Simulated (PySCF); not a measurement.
## State search for OH

Unrestricted PBE0; PySCF, spin-free X2C with a Gaussian nucleus, basis sets H x2c-TZVPPall, O x2c-TZVPPall. Outer shells of the fragments: H 1s1; O 2s2 2p4.

Followed along the bond (rough minima from three points):

| 2Ms+1 | unpaired | ⟨S²⟩ at the start | R at minimum (Å) | Te (eV) |
| --- | --- | --- | --- | --- |
| 2 | π ↑ | 0.75 | 0.97 | 0.00 |

Solutions found at the starting distance of 0.920 Å, counted from the lowest of them; the search is not exhaustive and high or unbound solutions are not listed, so other states can lie among these:

```
2Ms+1   unpaired  term  E (eV)  ⟨S²⟩  ⟨Lz²⟩  μ (D)
    2        π ↑    ²Π    0.00  0.75   1.01  -1.68
    4  σ ↑, π ↑↑   ⁴Σ⁻    8.20  3.75   0.00   3.14
```

A term symbol is given only where ⟨S²⟩ and ⟨Lz²⟩ are close to those of a pure state; real π, δ and φ orbitals otherwise mix terms. A positive dipole means H(−)O(+).

Counting both spins, an empty level lies below a filled one in some of these solutions, because spin and occupation are held.
